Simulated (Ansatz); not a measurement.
# H2O2: the cost of one run

Program: Ansatz 0.2.0. Level of theory: RKS PBE-D4/def2-SVP. These are calculated values, not measurements.

### 1 The structure to begin with

Bond lengths: O1–O2 1.421 Å, O1–H3 0.966 Å, O2–H4 0.966 Å. Angles: O1–O2–H4 102.0°, O2–O1–H3 102.1°.

Coordinates:

```xyz
4

O    -0.2835   -0.6391   -0.1246
O     0.2818    0.6402    0.1260
H    -0.0209   -1.1343    0.6620
H     0.0226    1.1333   -0.6634
```

### 2 Relaxing end A

input.yaml

```yaml
crystal:
  periodic: [false, false, false]
  atoms:
    - { symbol: O, position_ang: [-0.28346, -0.63913, -0.12463] }
    - { symbol: O, position_ang: [0.28176, 0.64021, 0.12597] }
    - { symbol: H, position_ang: [-0.02092, -1.13435, 0.66204] }
    - { symbol: H, position_ang: [0.02262, 1.13327, -0.66338] }
basis:
  gaussian: { orbitals: def2-SVP }
hamiltonian:
  xc: pbe
  dispersion: d4
relax:
  f_tol: 0.015
  max_steps: 40
```

Run with:

```console
$ ansatz run input.yaml --threads 1 --pin off --max-ram 2048MiB --backend cpu --events-out ev --progress --plain --runs-dir out
```

**Question.** How long does this run take on 1 thread of Arm Neoverse N1, shared host, and how much memory does it need?

About 13 s, with a peak of 0.084 GiB.
